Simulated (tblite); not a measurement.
A tight-binding relaxation on `C[C@H]1CCC[NH+]1` [radical].

Computed with GFN2-xTB geometry optimisation, gas phase (tblite 0.8.0). Start geometry: from a force field or distance geometry. A driver script takes a list of jobs; this job's settings line and coordinates (Å) are shown.

Command:
```bash
OMP_NUM_THREADS=1 python probes_run.py task.json out
```

Input:
```
{"job": {"kind": "relax", "xc": "GFN2-xTB", "basis": "xTB"}, "charge": 1, "multiplicity": 2}
C      2.123200    -0.112600    -0.200300
C      0.638000     0.238500    -0.359500
C     -0.236900    -0.994000    -0.505800
C     -1.608700    -0.524900    -0.010000
C     -1.348300     0.782200     0.725700
N      0.100300     0.854900     0.858900
H      2.483700    -0.617000    -1.099200
H      2.297700    -0.763800     0.662400
H      2.718800     0.792700    -0.054800
H      0.504600     0.908500    -1.200100
H      0.107400    -1.830100     0.101400
H     -0.297600    -1.335700    -1.546200
H     -2.039400    -1.281400     0.683300
H     -2.304300    -0.387800    -0.833500
H     -1.848600     0.832400     1.693300
H     -1.713100     1.624900     0.126500
H      0.416400     1.825400     0.947900
```

Output:
```
step      E/eV     max force
  0    -510.30488    3.011
  1    -510.50692    1.797
  2    -510.59898    0.779
  3    -510.64959    0.668
  4    -510.68603    0.542
  5    -510.71037    0.628
  6    -510.73930    0.708
  7    -510.76835    0.477
  8    -510.78449    0.292
  9    -510.79513    0.240
... (59 lines left out)
 69    -510.94284    0.050
 70    -510.94323    0.041
 71    -510.94345    0.036
 72    -510.94362    0.026
 73    -510.94373    0.023
 74    -510.94379    0.018
 75    -510.94383    0.013
 76    -510.94386    0.013
 77    -510.94388    0.012
 78    -510.94390    0.007
```

«max force» is the largest atomic force in eV/Å.

In short: energy lowered by 14.7 kcal/mol over 78 steps; largest atomic force 0.007 eV/Å at the end.

Problem. Give the final coordinates.

Solution. 0.361 Å rms from the input after alignment:
```
atom  x, y, z in Å
C1     2.1092   -0.0439   -0.1387
C2     0.6367    0.1911   -0.4572
C3    -0.2820   -1.0407   -0.4749
C4    -1.6557   -0.4524   -0.1362
C5    -1.3085    0.7021    0.8027
N6    -0.0050    1.0771    0.4311
H7     2.5318   -0.7282   -0.8683
H8     2.2076   -0.4811    0.8530
H9     2.6816    0.8801   -0.1682
H10    0.6131    0.6528   -1.4669
H11    0.0439   -1.7410    0.2963
H12   -0.2725   -1.5562   -1.4307
H13   -2.3221   -1.1786    0.3203
H14   -2.1371   -0.0635   -1.0349
H15   -1.3167    0.3691    1.8567
H16   -2.0017    1.5528    0.7697
H17    0.4705    1.8726    0.8363
```

Time: 0.39 s of wall time. Hardware: one thread, Arm Neoverse V1 (aarch64), shared host with 32 logical CPUs at a one-minute load of 50.
Labels such as C1 count atoms from 1, the log's own numbers from 0.
